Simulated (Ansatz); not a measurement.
Molecular dynamics of CHLiN

Input file:

```yaml
crystal:
  periodic: [false, false, false]
  atoms:
    - { symbol: Li, position_ang: [-2.121436, 0.468882, -0.273916] }
    - { symbol: "N", position_ang: [-0.373573, 0.096951, 0.061722] }
    - { symbol: C, position_ang: [0.770098, -0.136376, 0.358075] }
    - { symbol: H, position_ang: [1.724911, -0.429447, -0.145881] }
magnetization:
  spin_polarized: true
  initial_magnetization: 1
basis:
  gaussian: { orbitals: def2-SVP }
hamiltonian:
  xc: blyp
md:
  timestep: 1.0
  n_steps: 150
  ensemble: nvt_nose_hoover
  temperature: 2000.0
  initial_velocities: maxwell_boltzmann
  seed: 709421
  nose_hoover: { tau: 1.0, chain_length: 1 }
```

Command:

```bash
$ ansatz run input.yaml --threads 1 --pin off --max-ram 2048MiB --backend cpu --events-out ev --progress --plain --runs-dir out
```

It starts from a relaxed structure.

Output, in part (one step line in 2, the closing report, with atoms numbered from 0):

```
md step     0: t =     0.00 fs  T =  2000.0 K  F+E_penalty+E_count = -2743.63024643 eV  E_kin = 0.517040 eV  conserved = -2743.11320643 eV  (157 SCF iters)
md step     2: t =     2.00 fs  T =  1683.0 K  F+E_penalty+E_count = -2743.41487529 eV  E_kin = 0.435092 eV  conserved = -2743.09500928 eV  (68 SCF iters)
md step     4: t =     4.00 fs  T =  2708.5 K  F+E_penalty+E_count = -2743.47068659 eV  E_kin = 0.700195 eV  conserved = -2743.11384005 eV  (68 SCF iters)
md step     6: t =     6.00 fs  T =  1056.9 K  F+E_penalty+E_count = -2743.37509668 eV  E_kin = 0.273226 eV  conserved = -2743.10785651 eV  (79 SCF iters)
md step     8: t =     8.00 fs  T =  3649.9 K  F+E_penalty+E_count = -2743.25607025 eV  E_kin = 0.943564 eV  conserved = -2743.10428396 eV  (118 SCF iters)
md step    10: t =    10.00 fs  T =  1099.1 K  F+E_penalty+E_count = -2743.27054087 eV  E_kin = 0.284144 eV  conserved = -2743.10505194 eV  (230 SCF iters)
md step    12: t =    12.00 fs  T =  2501.3 K  F+E_penalty+E_count = -2743.31632049 eV  E_kin = 0.646648 eV  conserved = -2743.10785045 eV  (53 SCF iters)
md step    14: t =    14.00 fs  T =  1855.0 K  F+E_penalty+E_count = -2743.28880129 eV  E_kin = 0.479544 eV  conserved = -2743.08992986 eV  (36 SCF iters)
md step    16: t =    16.00 fs  T =  1758.4 K  F+E_penalty+E_count = -2743.54282644 eV  E_kin = 0.454590 eV  conserved = -2743.11028025 eV  (34 SCF iters)
md step    18: t =    18.00 fs  T =  1992.3 K  F+E_penalty+E_count = -2743.40873912 eV  E_kin = 0.515058 eV  conserved = -2743.09985280 eV  (35 SCF iters)
md step    20: t =    20.00 fs  T =  2109.3 K  F+E_penalty+E_count = -2743.19317807 eV  E_kin = 0.545295 eV  conserved = -2743.09457051 eV  (36 SCF iters)
md step    22: t =    22.00 fs  T =  2062.9 K  F+E_penalty+E_count = -2743.17424071 eV  E_kin = 0.533296 eV  conserved = -2743.09730868 eV  (36 SCF iters)
md step    24: t =    24.00 fs  T =  1875.2 K  F+E_penalty+E_count = -2743.22853885 eV  E_kin = 0.484780 eV  conserved = -2743.10288213 eV  (35 SCF iters)
md step    26: t =    26.00 fs  T =  1739.3 K  F+E_penalty+E_count = -2743.05397293 eV  E_kin = 0.449643 eV  conserved = -2743.10330176 eV  (34 SCF iters)
md step    28: t =    28.00 fs  T =  2121.3 K  F+E_penalty+E_count = -2742.52544392 eV  E_kin = 0.548398 eV  conserved = -2743.07379799 eV  (37 SCF iters)
md step    30: t =    30.00 fs  T =  2075.4 K  F+E_penalty+E_count = -2742.40303692 eV  E_kin = 0.536525 eV  conserved = -2743.09399275 eV  (60 SCF iters)
md step    32: t =    32.00 fs  T =  1362.5 K  F+E_penalty+E_count = -2742.32450999 eV  E_kin = 0.352231 eV  conserved = -2743.09001666 eV  (47 SCF iters)
md step    34: t =    34.00 fs  T =  2972.8 K  F+E_penalty+E_count = -2742.37244717 eV  E_kin = 0.768533 eV  conserved = -2743.08550631 eV  (39 SCF iters)
md step    36: t =    36.00 fs  T =  1274.3 K  F+E_penalty+E_count = -2742.58872896 eV  E_kin = 0.329441 eV  conserved = -2743.08838913 eV  (40 SCF iters)
md step    38: t =    38.00 fs  T =  2814.3 K  F+E_penalty+E_count = -2742.94800376 eV  E_kin = 0.727546 eV  conserved = -2743.09309636 eV  (36 SCF iters)
md step    40: t =    40.00 fs  T =  1339.9 K  F+E_penalty+E_count = -2743.19551933 eV  E_kin = 0.346396 eV  conserved = -2743.09628263 eV  (34 SCF iters)
md step    42: t =    42.00 fs  T =  2516.0 K  F+E_penalty+E_count = -2743.33623503 eV  E_kin = 0.650429 eV  conserved = -2743.09955528 eV  (32 SCF iters)
md step    44: t =    44.00 fs  T =  1591.8 K  F+E_penalty+E_count = -2743.33149539 eV  E_kin = 0.411501 eV  conserved = -2743.09193968 eV  (31 SCF iters)
md step    46: t =    46.00 fs  T =  2338.3 K  F+E_penalty+E_count = -2743.42512609 eV  E_kin = 0.604501 eV  conserved = -2743.10134337 eV  (32 SCF iters)
md step    48: t =    48.00 fs  T =  1513.6 K  F+E_penalty+E_count = -2743.28930916 eV  E_kin = 0.391300 eV  conserved = -2743.09689900 eV  (32 SCF iters)
md step    50: t =    50.00 fs  T =  2330.7 K  F+E_penalty+E_count = -2743.02871496 eV  E_kin = 0.602536 eV  conserved = -2743.09087236 eV  (33 SCF iters)
md step    52: t =    52.00 fs  T =  1856.0 K  F+E_penalty+E_count = -2742.81244721 eV  E_kin = 0.479805 eV  conserved = -2743.08514580 eV  (44 SCF iters)
md step    54: t =    54.00 fs  T =  2147.2 K  F+E_penalty+E_count = -2742.97922183 eV  E_kin = 0.555091 eV  conserved = -2743.09438557 eV  (52 SCF iters)
md step    56: t =    56.00 fs  T =  1708.3 K  F+E_penalty+E_count = -2743.07034698 eV  E_kin = 0.441628 eV  conserved = -2743.09562827 eV  (57 SCF iters)
md step    58: t =    58.00 fs  T =  2311.3 K  F+E_penalty+E_count = -2743.15635726 eV  E_kin = 0.597520 eV  conserved = -2743.10223705 eV  (41 SCF iters)
md step    60: t =    60.00 fs  T =  1403.5 K  F+E_penalty+E_count = -2743.01119528 eV  E_kin = 0.362826 eV  conserved = -2743.09812156 eV  (34 SCF iters)
md step    62: t =    62.00 fs  T =  2729.4 K  F+E_penalty+E_count = -2742.78994373 eV  E_kin = 0.705605 eV  conserved = -2743.08554526 eV  (36 SCF iters)
md step    64: t =    64.00 fs  T =  1431.0 K  F+E_penalty+E_count = -2743.13455090 eV  E_kin = 0.369950 eV  conserved = -2743.09960403 eV  (106 SCF iters)
md step    66: t =    66.00 fs  T =  1404.8 K  F+E_penalty+E_count = -2743.25406958 eV  E_kin = 0.363181 eV  conserved = -2743.10638111 eV  (69 SCF iters)
md step    68: t =    68.00 fs  T =  2579.5 K  F+E_penalty+E_count = -2743.00321067 eV  E_kin = 0.666859 eV  conserved = -2743.08905479 eV  (71 SCF iters)
md step    70: t =    70.00 fs  T =  1362.3 K  F+E_penalty+E_count = -2742.82133194 eV  E_kin = 0.352188 eV  conserved = -2743.09261334 eV  (68 SCF iters)
md step    72: t =    72.00 fs  T =  2757.9 K  F+E_penalty+E_count = -2742.58580639 eV  E_kin = 0.712966 eV  conserved = -2743.08130416 eV  (74 SCF iters)
md step    74: t =    74.00 fs  T =  1327.9 K  F+E_penalty+E_count = -2742.33636442 eV  E_kin = 0.343298 eV  conserved = -2743.07634417 eV  (76 SCF iters)
md step    76: t =    76.00 fs  T =  3079.5 K  F+E_penalty+E_count = -2742.34109495 eV  E_kin = 0.796117 eV  conserved = -2743.08172335 eV  (68 SCF iters)
md step    78: t =    78.00 fs  T =  1137.6 K  F+E_penalty+E_count = -2742.34381232 eV  E_kin = 0.294085 eV  conserved = -2743.08534775 eV  (71 SCF iters)
md step    80: t =    80.00 fs  T =  3298.4 K  F+E_penalty+E_count = -2742.45304473 eV  E_kin = 0.852706 eV  conserved = -2743.09003475 eV  (70 SCF iters)
md step    82: t =    82.00 fs  T =   652.8 K  F+E_penalty+E_count = -2742.23328829 eV  E_kin = 0.168765 eV  conserved = -2743.09667609 eV  (51 SCF iters)
md step    84: t =    84.00 fs  T =  5493.8 K  F+E_penalty+E_count = -2742.70857576 eV  E_kin = 1.420265 eV  conserved = -2743.12444018 eV  (75 SCF iters)
md step    86: t =    86.00 fs  T =   356.6 K  F+E_penalty+E_count = -2742.85406909 eV  E_kin = 0.092193 eV  conserved = -2743.12339807 eV  (71 SCF iters)
md step    88: t =    88.00 fs  T =  2112.1 K  F+E_penalty+E_count = -2742.82927776 eV  E_kin = 0.546021 eV  conserved = -2743.12085348 eV  (71 SCF iters)
md step    90: t =    90.00 fs  T =   943.2 K  F+E_penalty+E_count = -2742.79958659 eV  E_kin = 0.243842 eV  conserved = -2743.11843521 eV  (75 SCF iters)
md step    92: t =    92.00 fs  T =   920.3 K  F+E_penalty+E_count = -2742.91717047 eV  E_kin = 0.237905 eV  conserved = -2743.12131945 eV  (96 SCF iters)
md step    94: t =    94.00 fs  T =  2859.7 K  F+E_penalty+E_count = -2743.04324984 eV  E_kin = 0.739281 eV  conserved = -2743.12575821 eV  (40 SCF iters)
md step    96: t =    96.00 fs  T =   904.6 K  F+E_penalty+E_count = -2743.05553186 eV  E_kin = 0.233865 eV  conserved = -2743.12837817 eV  (33 SCF iters)
md step    98: t =    98.00 fs  T =  3125.2 K  F+E_penalty+E_count = -2742.82761192 eV  E_kin = 0.807918 eV  conserved = -2743.10261671 eV  (32 SCF iters)
md step   100: t =   100.00 fs  T =  1391.4 K  F+E_penalty+E_count = -2742.48067085 eV  E_kin = 0.359699 eV  conserved = -2743.08605215 eV  (74 SCF iters)
md step   102: t =   102.00 fs  T =  2661.2 K  F+E_penalty+E_count = -2742.87955756 eV  E_kin = 0.687976 eV  conserved = -2743.10243724 eV  (32 SCF iters)
md step   104: t =   104.00 fs  T =   996.7 K  F+E_penalty+E_count = -2743.01415137 eV  E_kin = 0.257658 eV  conserved = -2743.11141747 eV  (34 SCF iters)
md step   106: t =   106.00 fs  T =  2938.6 K  F+E_penalty+E_count = -2742.73603196 eV  E_kin = 0.759695 eV  conserved = -2743.08450345 eV  (33 SCF iters)
md step   108: t =   108.00 fs  T =  1911.3 K  F+E_penalty+E_count = -2742.81945742 eV  E_kin = 0.494110 eV  conserved = -2743.09543353 eV  (34 SCF iters)
md step   110: t =   110.00 fs  T =  1334.5 K  F+E_penalty+E_count = -2742.99281640 eV  E_kin = 0.345004 eV  conserved = -2743.10439011 eV  (35 SCF iters)
md step   112: t =   112.00 fs  T =  2742.6 K  F+E_penalty+E_count = -2742.77563236 eV  E_kin = 0.709007 eV  conserved = -2743.09247060 eV  (36 SCF iters)
md step   114: t =   114.00 fs  T =  1519.9 K  F+E_penalty+E_count = -2742.54173849 eV  E_kin = 0.392919 eV  conserved = -2743.08564317 eV  (36 SCF iters)
md step   116: t =   116.00 fs  T =  2895.5 K  F+E_penalty+E_count = -2742.76201299 eV  E_kin = 0.748558 eV  conserved = -2743.08778576 eV  (33 SCF iters)
md step   118: t =   118.00 fs  T =  1400.6 K  F+E_penalty+E_count = -2743.17295136 eV  E_kin = 0.362084 eV  conserved = -2743.10036899 eV  (34 SCF iters)
md step   120: t =   120.00 fs  T =  1923.0 K  F+E_penalty+E_count = -2743.28428722 eV  E_kin = 0.497141 eV  conserved = -2743.10709319 eV  (33 SCF iters)
md step   122: t =   122.00 fs  T =  2242.9 K  F+E_penalty+E_count = -2743.06350906 eV  E_kin = 0.579847 eV  conserved = -2743.07808053 eV  (34 SCF iters)
md step   124: t =   124.00 fs  T =  1902.3 K  F+E_penalty+E_count = -2743.34162326 eV  E_kin = 0.491787 eV  conserved = -2743.10572152 eV  (34 SCF iters)
md step   126: t =   126.00 fs  T =  1633.2 K  F+E_penalty+E_count = -2743.34080771 eV  E_kin = 0.422210 eV  conserved = -2743.10054683 eV  (36 SCF iters)
md step   128: t =   128.00 fs  T =  2507.6 K  F+E_penalty+E_count = -2743.20847927 eV  E_kin = 0.648253 eV  conserved = -2743.09693485 eV  (35 SCF iters)
md step   130: t =   130.00 fs  T =  1533.4 K  F+E_penalty+E_count = -2743.11083783 eV  E_kin = 0.396412 eV  conserved = -2743.09613265 eV  (33 SCF iters)
md step   132: t =   132.00 fs  T =  2635.8 K  F+E_penalty+E_count = -2743.11669091 eV  E_kin = 0.681413 eV  conserved = -2743.10184596 eV  (33 SCF iters)
md step   134: t =   134.00 fs  T =   939.7 K  F+E_penalty+E_count = -2742.86425427 eV  E_kin = 0.242942 eV  conserved = -2743.10698957 eV  (33 SCF iters)
md step   136: t =   136.00 fs  T =  4131.6 K  F+E_penalty+E_count = -2742.51410043 eV  E_kin = 1.068114 eV  conserved = -2743.06854563 eV  (34 SCF iters)
md step   138: t =   138.00 fs  T =   499.6 K  F+E_penalty+E_count = -2742.84173250 eV  E_kin = 0.129162 eV  conserved = -2743.10012250 eV  (36 SCF iters)
md step   140: t =   140.00 fs  T =  1161.2 K  F+E_penalty+E_count = -2742.95727956 eV  E_kin = 0.300184 eV  conserved = -2743.10070933 eV  (31 SCF iters)
md step   142: t =   142.00 fs  T =  2191.0 K  F+E_penalty+E_count = -2743.31494520 eV  E_kin = 0.566407 eV  conserved = -2743.10127973 eV  (35 SCF iters)
md step   144: t =   144.00 fs  T =   684.0 K  F+E_penalty+E_count = -2743.43929327 eV  E_kin = 0.176827 eV  conserved = -2743.10303196 eV  (89 SCF iters)
md step   146: t =   146.00 fs  T =  4214.9 K  F+E_penalty+E_count = -2743.51872865 eV  E_kin = 1.089643 eV  conserved = -2743.10435954 eV  (71 SCF iters)
md step   148: t =   148.00 fs  T =   751.6 K  F+E_penalty+E_count = -2743.46645387 eV  E_kin = 0.194293 eV  conserved = -2743.09819102 eV  (71 SCF iters)
md step   150: t =   150.00 fs  T =  3533.7 K  F+E_penalty+E_count = -2743.51968404 eV  E_kin = 0.913520 eV  conserved = -2743.10167606 eV  (66 SCF iters)
Total energy: -2743.51997947 eV, -100.8224996207 hartree
Atom 0 at    -2.105095     0.419572    -0.434011 Å, force     0.465342    -0.047374     0.311708 eV/Å
Atom 1 at    -0.374663     0.150597     0.299535 Å, force    -0.795648     0.076689    -0.626559 eV/Å
Atom 2 at     0.767052    -0.179601     0.095129 Å, force     0.497159    -0.019364     0.698489 eV/Å
Atom 3 at     1.663837    -0.320359     0.784923 Å, force    -0.166852    -0.009951    -0.383637 eV/Å
Dipole moment:    -0.192566     0.010275    -0.203390 e Å
```

All steps were run. The conserved energy wandered by up to 14.6 meV per atom (net 2.9 meV per atom), which is poor conservation. A run of 0.15 ps of so small a system gives no equilibrium averages.

The same pairs are bonded in the first frame and the last. Pairs count as bonded within 1.25 times the sum of covalent radii (0.12 Å more for H–H).

Last frame:

```xyz
4
Properties=species:S:1:pos:R:3
Li -2.105 0.420 -0.434
N -0.375 0.151 0.299
C 0.767 -0.180 0.095
H 1.664 -0.320 0.785
```

Run time: 4.4 min on 1 thread of Arm Neoverse V2, on a shared host, peak memory 0.11 GiB.
